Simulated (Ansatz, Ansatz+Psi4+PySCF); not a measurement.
```xyz
6

C     0.0000    0.0000   -1.0808
C     0.0000    0.0000    0.2560
N     0.0000    0.0000    1.3203
H     0.0000   -0.9489   -1.4312
H    -0.8218    0.4744   -1.4312
H     0.8218    0.4744   -1.4312
```

Basis set: cc-pVTZ (spherical functions). Frozen core: 3 orbitals. Charge 0, multiplicity 1.

Computed with Ansatz (development build ahead of 0.2.0); each method stands on the lowest determinant of its kind that the runs found. Restricted open shells among the atoms or ions are ROHF, correlated in semicanonical orbitals with singles.

**Question.** Give the atomization energy at this shape (free ground-state atoms in the same class of orbitals less the molecule, no zero-point energy) of singlet C₂H₃N by RHF-MP2, RHF.

**Answer.**

```json
{"method": "RHF-MP2", "atomization energy": "2429.1 kJ/mol"}
{"method": "RHF", "atomization energy": "1755.2 kJ/mol"}
```

Caution: no unrestricted run beside it, a lower state can exist; the shape is not the minimum.
